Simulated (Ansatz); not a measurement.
# CH₃BO: one species, many methods

Aim: compute CH₃BO with functionals from several rungs and with coupled cluster, and see how far each lands from CCSD(T) at the basis-set limit for the atomisation energy.

Method: functionals in def2-TZVPP, the program's frozen cores in correlated methods; program: Ansatz 0.2.0, Gaussian basis.

The runs, in order: LDA (SPW92), PBE-D4, revPBE-D4, BLYP-D4, r2SCAN-D4, B97M-V, PBE0-D4, B3LYP-D4, r2SCANh-D4, r2SCAN0-D4, HSE06-D4, BHLYP-D4, CAM-B3LYP-D4, LC-ωPBE, ωB97X-V, ωB97M-V, B2PLYP, PBE-QIDH; CCSD(T)/def2-SVP; CCSD(T)/def2-TZVPP; CCSD(T)/def2-QZVPP; extrapolation to the limit; RPA on PBE.

## 1. The geometry

An earlier PBE0-D4 in a triple-zeta def2 set relaxation fixed the geometry.

SMILES `[BH3-]C#[O+]`, 6 atoms, charge 0, spin multiplicity 1.

Atoms are counted from 1 here; the program's logs count them from 0.

Bond lengths: B1–C2 1.512 Å, B1–H4 1.209 Å, B1–H5 1.209 Å, B1–H6 1.209 Å, C2–O3 1.127 Å. Angles: C2–B1–H4 104.5°, C2–B1–H5 104.5°, C2–B1–H6 104.5°, H4–B1–H5 113.9°, H4–B1–H6 113.9°, H5–B1–H6 113.9°, B1–C2–O3 180.0°.

## 2. LDA

This LDA is Slater exchange with PW92 correlation.

Contents of in.yaml:

```yaml
crystal:
  periodic: [false, false, false]
  atoms:
    - {symbol: B, position_ang: [-0.274908, 0.419955, -0.199791]}
    - {symbol: C, position_ang: [0.494304, -0.755579, 0.359303]}
    - {symbol: O, position_ang: [1.067811, -1.631591, 0.776088]}
    - {symbol: H, position_ang: [-1.436734, 0.121231, -0.050073]}
    - {symbol: H, position_ang: [0.069587, 0.485085, -1.356770]}
    - {symbol: H, position_ang: [0.079929, 1.360889, 0.471242]}
basis:
  gaussian: {orbitals: def2-TZVPP}
hamiltonian: {xc: lda}
output: {orbitals: {seedname: orbitals}}
```

The run is started by

```bash
$ ansatz run in.yaml --threads 4 --pin off --events-out ev --progress --plain --max-ram 10444MiB
```

Further steps of the session: PBE-D4 (GGA); revPBE-D4 (GGA); BLYP-D4 (GGA); r2SCAN-D4 (meta-GGA); B97M-V (meta-GGA); PBE0-D4 (hybrid); B3LYP-D4 (hybrid); r2SCANh-D4 (hybrid); r2SCAN0-D4 (hybrid); HSE06-D4 (hybrid); BHLYP-D4 (hybrid); CAM-B3LYP-D4 (range-separated); LC-ωPBE (range-separated); ωB97X-V (range-separated); ωB97M-V (range-separated); B2PLYP (double hybrid); PBE-QIDH (double hybrid); CCSD(T) in def2-SVP; CCSD(T) in def2-TZVPP; CCSD(T) in def2-QZVPP; RPA on PBE orbitals.

**Question.** What will the summary of the whole plan be? Wanted: atomisation energy, CCSD(T)/CBS; farthest beyond LDA; mean size of error, GGA; mean size of error, meta-GGA; mean size of error, hybrid; mean size of error, range-separated; mean size of error, double hybrid; gap, smallest and largest; T1 diagnostic.

**Answer**, as computed:

| quantity | value |
| --- | --- |
| atomisation energy, CCSD(T)/CBS | 24.454 eV |
| functionals within 0.122 eV (0.5 %) | B2PLYP, PBE-QIDH |
| farthest beyond LDA | PBE-D4 (+1.114 eV) |
| mean size of error, GGA | 0.701 eV |
| mean size of error, meta-GGA | 0.465 eV |
| mean size of error, hybrid | 0.357 eV |
| mean size of error, range-separated | 0.264 eV |
| mean size of error, double hybrid | 0.064 eV |
| gap, smallest and largest | 5.79 eV (LDA (SPW92)), 13.38 eV (LC-ωPBE) |
| T1 diagnostic | 0.0177 |
| triples share of the correlation energy | 4.3 % |

What this shows: LDA overbinds by 4.105 eV (17 %). PBE-D4 is off by +1.114 eV. Double hybrids carry the basis error of their MP2 part in triple zeta, and no dispersion term here, so their miss is partly the set-up's. By mean error the best rung here is double hybrid (0.064 eV) and the worst beyond LDA is GGA (0.701 eV). The reference freezes the cores and leaves out relativity and excitations past (T), so misses under about 0.122 eV can't be ranked. Hartree-Fock recovers 73 % of the binding; the rest is correlation. CCSD(T) in def2-SVP is off by -0.896 eV, which most functionals beat. Orbital gaps span 5.8 to 13.4 eV; exact exchange widens them.
